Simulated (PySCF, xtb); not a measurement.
nitrous oxide (N2O), SMILES N#[N+][O-].

GFN2-xTB in xtb at its own geometry gives an orbital gap of 6.24 eV and a dipole moment of 0.20 D.

The structure is a stationary point at PBE0-D3(BJ)/def2-TZVP.

### Question
What does PBE/def2-TZVPD (PySCF) give? (An estimate is asked for; the answer gives what the named calculation found.)

### Answer
gap 7.01 eV (levels -8.38 and -1.37 eV), dipole 0.16 D.
